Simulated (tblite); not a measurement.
Here is a computed GFN2-xTB geometry (Å):
```
atom  x, y, z in Å
C1     1.028   -0.028   -1.184
P2     0.264    0.249    0.454
C3    -1.180   -0.871    0.543
O4     1.178    0.202    1.602
O5    -0.407    1.714    0.307
H6     0.303    0.141   -1.974
H7     1.859    0.665   -1.290
H8     1.404   -1.045   -1.231
H9    -1.675   -0.708    1.497
H10   -1.868   -0.670   -0.271
H11   -0.834   -1.899    0.496
H12   -0.071    2.250    1.026
```

Neutral, closed shell.

Problem. Which heavy atoms are bonded, and with what formal order?

Solution. C1–P2 1.83 Å (single); P2–C3 1.83 Å (single); P2–O4 1.47 Å (double); P2–O5 1.62 Å (single). Bonds to hydrogen (Å): C1–H6 1.08; C1–H7 1.09; C1–H8 1.09; C3–H9 1.09; C3–H10 1.08; C3–H11 1.09; O5–H12 0.96. The orders are those of one drawing; other resonance forms can be drawn.

Problem. Which species is it?

Solution. `CP(C)(=O)O`, C2H7O2P.

Problem. What is the point group of this geometry?

Solution. Cs (tolerance 0.08 Å).

Problem. Describe the place of each heavy atom.

Solution. C1/C3: sp3 carbon bound to phosphorus; P2: phosphoryl phosphorus; O4: phosphoryl oxygen; O5: hydroxyl oxygen.

Problem. What is the arrangement about P2?

Solution. It has 4 neighbours (C1, C3, O4, O5) and is distorted tetrahedral (angles from 103.2° to 115.8°).

Problem. What is the arrangement about C1?

Solution. It has 4 neighbours (P2, H6, H7, H8) and is tetrahedral (angles from 108.1° to 110.5°).
